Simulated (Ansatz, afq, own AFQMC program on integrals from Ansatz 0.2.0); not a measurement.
## S, triplet → S⁺, quartet

A free S atom.

E(quartet, charge +1) − E(triplet, charge +0) at this geometry, on UHF and UHF determinants.

Basis 6-31G. Noble-gas cores (and the filled d shells of Ga–Kr and In–Xe) are frozen. AFQMC by an in-house program on the Cholesky factors that Ansatz 0.2.0 writes for its CCSD(T) run. The CISD trial takes its coefficients from CCSD amplitudes. Released means that phaseless walkers are propagated on without the constraint, phases kept. Free projection: walkers drawn from exp(T), propagated without any constraint. Its projection time is finite, and what remains of the start isn't in its error. Uncertainties: one standard error, sampling alone. The errors of all members are added in quadrature.

Full CI is exact in this basis; where marked, its frozen core comes from its own orbitals, which moves totals by up to a few meV.

Errors are counted within 6-31G, not against nature.

Cautions: S (triplet): the ph-AFQMC/CISD walk drifts between its halves (2.8 errors), full CI with its own frozen core; S⁺ (quartet): the ph-AFQMC/CISD walk drifts between its halves (3.0 errors), full CI with its own frozen core; core correlation is missing, and it shifts such a gap most where an s electron is promoted.

Reference (full CI): 216.7 kcal/mol.

```csv
level,vertical ionization energy (kcal/mol),error against FCI (kcal/mol)
HF,208.9,-7.8
MP2,215.1,-1.6
CCSD,216.6,-0.1
CCSD(T),216.7,0.0
CCSDT,216.7,0.0
CCSDT(Q),216.7,0.0
CCSDTQ,216.7,0.0
ph-AFQMC/HF,216.6 ± 0.1,-0.1 ± 0.1
ph-AFQMC/CISD,216.7 ± 0.01,0.0 ± 0.01
released AFQMC,216.7 ± 0.01,0.0 ± 0.01
free AFQMC,216.7 ± 0.01,0.0 ± 0.01
```

Correlation beyond CCSD(T) changes it by less than 2 meV. The perturbative (T) step is worth +0.1 kcal/mol.

CCSDT and higher add their correlation energy to the determinant of the CCSD(T) run, since their own runs factorise the integrals more tightly (a shift of under 2 meV). Free projections are given only where their last times agree within the noise and don't stop above the reference; a slow remainder of the start can still hide under it. A walk keeps the symmetry of its determinant, which the program's search chose and which needn't be the lowest solution, so a lower state of the same spin and another symmetry isn't excluded. Released energies are given only where the last usable release times agree within the noise; a slower fall can still hide under it.
